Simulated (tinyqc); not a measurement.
Worked calculation: extended Hueckel theory, for NH3+. The parameters take no account of the charge, which enters only through the electron count. Computed by tinyqc, a small Python program that keeps every step (integrals from PySCF). Settings: charge = 1, K = 2.0, weighted = 1, multiplicity = 2. Command: `OMP_NUM_THREADS=1 python tinyqc.py 26971 26972 out.jsonl` (the two numbers bound the seeds that draw the settings). One thread of a shared host (Intel(R) Xeon(R) Processor @ 2.60GHz), about 0.01 s of CPU time with the checks.

## Overlaps

Geometry (angstrom):
```
atom,x,y,z
N,0.0000,0.0000,0.0740
H,0.9650,0.0000,0.0000
H,-0.4820,0.8350,0.0000
H,-0.4820,-0.8350,0.0000
```

Parameters chosen for this run:
```
element,shell,Slater exponent,H_ii (eV)
H,1s,1.3000,-13.6000
N,2s,1.9500,-26.0000
N,2p,1.9500,-13.4000
```

Slater orbitals, each expanded in six Gaussians scaled to its exponent.

overlap S:
```
,1N 2s,1N 2px,1N 2py,1N 2pz,2H 1s,3H 1s,4H 1s
1N 2s,1.0000,0.0000,0.0000,0.0000,0.5108,0.5113,0.5113
1N 2px,0.0000,1.0000,0.0000,0.0000,0.4579,-0.2291,-0.2291
1N 2py,0.0000,0.0000,1.0000,0.0000,0.0000,0.3968,-0.3968
1N 2pz,0.0000,0.0000,0.0000,1.0000,-0.0351,-0.0352,-0.0352
2H 1s,0.5108,0.4579,0.0000,-0.0351,1.0000,0.1769,0.1769
3H 1s,0.5113,-0.2291,0.3968,-0.0352,0.1769,1.0000,0.1771
4H 1s,0.5113,-0.2291,-0.3968,-0.0352,0.1769,0.1771,1.0000
```

## Wolfsberg-Helmholz matrix

diagonal H_ii (eV): 1N 2s -26.0000, 1N 2px -13.4000, 1N 2py -13.4000, 1N 2pz -13.4000, 2H 1s -13.6000, 3H 1s -13.6000, 4H 1s -13.6000

K = 2.0000

H_ij = K' S_ij (H_ii + H_jj)/2 for i != j (the diagonal keeps H_ii), with K' = K + D^2 + D^4 (1 - K), D = (H_ii - H_jj)/(H_ii + H_jj), K = 2.

H (eV):
```
,1N 2s,1N 2px,1N 2py,1N 2pz,2H 1s,3H 1s,4H 1s
1N 2s,-26.0000,0.0000,0.0000,0.0000,-21.1202,-21.1432,-21.1432
1N 2px,0.0000,-13.4000,0.0000,0.0000,-12.3628,6.1845,6.1845
1N 2py,0.0000,0.0000,-13.4000,0.0000,0.0000,-10.7139,10.7139
1N 2pz,0.0000,0.0000,0.0000,-13.4000,0.9480,0.9495,0.9495
2H 1s,-21.1202,-12.3628,0.0000,0.9480,-13.6000,-4.8118,-4.8118
3H 1s,-21.1432,6.1845,-10.7139,0.9495,-4.8118,-13.6000,-4.8167
4H 1s,-21.1432,6.1845,10.7139,0.9495,-4.8118,-4.8167,-13.6000
```

## Orbitals

valence electrons = 7

Solve H C = S C e through S^(-1/2); fill by pairs from the bottom, a degenerate level sharing its electrons equally; each orbital has its largest coefficient positive (the first on a tie).

orbital energies (eV): -30.7660  -17.8557  -17.8546  -13.4157  12.2846  12.3336  42.4948

occupations: 2.0000  2.0000  2.0000  1.0000  0.0000  0.0000  0.0000

coefficients:
```
,MO1,MO2,MO3,MO4,MO5,MO6,MO7
1N 2s,0.6666,0.0000,0.0001,0.0373,0.0018,0.0000,1.3920
1N 2px,0.0000,0.0000,0.6208,0.0000,1.1105,0.0000,-0.0025
1N 2py,0.0000,0.6208,0.0000,0.0000,0.0000,1.1111,0.0000
1N 2pz,0.0045,0.0000,0.0000,0.9985,-0.0001,0.0000,-0.0972
2H 1s,0.1956,0.0000,0.4403,-0.0110,-1.0581,0.0000,-0.7390
3H 1s,0.1958,0.3811,-0.2199,-0.0109,0.5272,-0.9159,-0.7429
4H 1s,0.1958,-0.3811,-0.2199,-0.0109,0.5272,0.9159,-0.7429
```

sum of one-electron energies = -146.3683 eV

## Mulliken analysis

P = C n C^T; charge = valence electrons (H 1, N 5) minus the sum of (P S)_ii on the atom; overlap population = 2 sum P_ij S_ij between two atoms.

charges: 1N 0.4198, 2H 0.1934, 3H 0.1934, 4H 0.1934

Overlap populations:
```
pair,value
2-1,0.767280
3-1,0.767803
3-2,-0.041381
4-1,0.767803
4-2,-0.041381
4-3,-0.041428
```
